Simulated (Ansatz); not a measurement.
# C₃H₆N radical: one species, many methods

One table from this session's results is given with a row withheld; the runs are named, their logs left out.

Method: functionals in def2-TZVPP, the program's frozen cores in correlated methods; program: Ansatz 0.2.0, Gaussian basis.

Levels to be run: LDA (SPW92), PBE-D4, revPBE-D4, BLYP-D4, r2SCAN-D4, B97M-V, PBE0-D4, B3LYP-D4, r2SCANh-D4, r2SCAN0-D4, HSE06-D4, BHLYP-D4, CAM-B3LYP-D4, LC-ωPBE, ωB97X-V, ωB97M-V, B2PLYP, PBE-QIDH; CCSD(T)/def2-SVP; CCSD(T)/def2-TZVPP; MP2/def2-QZVPP; extrapolation to the limit; RPA on PBE.

**Structure used throughout**

All runs share one geometry, relaxed beforehand with PBE0-D4 in a triple-zeta def2 set.

SMILES `C=CC[NH]`, 10 atoms, charge 0, spin multiplicity 2.

Atoms are counted from 1 here; the program's logs count them from 0.

Bond lengths: C1–C2 1.324 Å, C1–H5 1.086 Å, C1–H6 1.084 Å, C2–C3 1.493 Å, C2–H7 1.087 Å, C3–N4 1.432 Å, C3–H8 1.107 Å, C3–H9 1.102 Å, N4–H10 1.024 Å. Angles: C2–C1–H5 121.4°, C2–C1–H6 121.7°, H5–C1–H6 116.9°, C1–C2–C3 124.4°, C1–C2–H7 120.4°, C3–C2–H7 115.3°, C2–C3–N4 112.2°, C2–C3–H8 109.3°, C2–C3–H9 110.4°, N4–C3–H8 107.7°, N4–C3–H9 112.2°, H8–C3–H9 104.7°, C3–N4–H10 106.9°.

The first run:

in.yaml reads:

```yaml
crystal:
  periodic: [false, false, false]
  atoms:
    - {symbol: C, position_ang: [0.177202, 1.671114, 0.102603]}
    - {symbol: C, position_ang: [0.520280, 0.413546, 0.333325]}
    - {symbol: C, position_ang: [-0.331709, -0.766917, 0.000886]}
    - {symbol: N, position_ang: [0.412025, -1.807743, -0.643621]}
    - {symbol: H, position_ang: [-0.767940, 1.922766, -0.369631]}
    - {symbol: H, position_ang: [0.824401, 2.496443, 0.374551]}
    - {symbol: H, position_ang: [1.477306, 0.180298, 0.793630]}
    - {symbol: H, position_ang: [-0.757438, -1.184774, 0.933990]}
    - {symbol: H, position_ang: [-1.207173, -0.454657, -0.590282]}
    - {symbol: H, position_ang: [-0.263955, -2.521177, -0.932550]}
basis:
  gaussian: {orbitals: def2-TZVPP}
magnetization: {spin_polarized: true, initial_magnetization: 1}
hamiltonian: {xc: lda}
output: {orbitals: {seedname: orbitals}}
```

Launch:

```sh
$ ansatz run in.yaml --threads 4 --pin off --events-out ev --progress --plain --max-ram 10444MiB
```

Steps of the session up to this table: LDA; PBE-D4 (GGA); revPBE-D4 (GGA); BLYP-D4 (GGA); r2SCAN-D4 (meta-GGA); B97M-V (meta-GGA); B3LYP-D4 (hybrid); r2SCANh-D4 (hybrid); r2SCAN0-D4 (hybrid); HSE06-D4 (hybrid); BHLYP-D4 (hybrid); CAM-B3LYP-D4 (range-separated); LC-ωPBE (range-separated); ωB97X-V (range-separated); ωB97M-V (range-separated); B2PLYP (double hybrid); PBE-QIDH (double hybrid).

One table of the session follows, with a row left open; its other results are not shown here.

It belongs to the step «Orbital energies across the functionals». 

| functional | HOMO (eV) | LUMO (eV) | gap (eV) |
| --- | --- | --- | --- |
| LDA (SPW92) | -6.00 | -4.31 | 1.69 |
| PBE-D4 | -6.04 | -3.76 | 2.29 |
| revPBE-D4 | -6.01 | -3.61 | 2.40 |
| BLYP-D4 | -5.91 | -3.75 | 2.16 |
| r2SCAN-D4 | -6.47 | -3.03 | 3.45 |
| B97M-V | -6.38 | -3.21 | 3.18 |
| PBE0-D4 | -7.48 | -2.20 | 5.27 |
| B3LYP-D4 | -7.23 | -2.72 | 4.51 |
| r2SCANh-D4 | -6.97 | -2.49 | 4.48 |
| r2SCAN0-D4 | -7.67 | -1.69 | 5.97 |
| HSE06-D4 | ? | ? | ? |
| BHLYP-D4 | -8.54 | -0.74 | 7.80 |
| CAM-B3LYP-D4 | -8.85 | -1.10 | 7.75 |
| LC-ωPBE | -10.25 | 0.44 | 10.69 |
| ωB97X-V | -9.83 | -0.01 | 9.82 |
| ωB97M-V | -9.68 | -0.11 | 9.57 |

Estimate the missing values for HSE06-D4.

As computed: HOMO (eV): -7.07; LUMO (eV): -2.61; gap (eV): 4.46. In the column «HOMO (eV)» it lies between B3LYP-D4 (-7.23) and r2SCANh-D4 (-6.97).
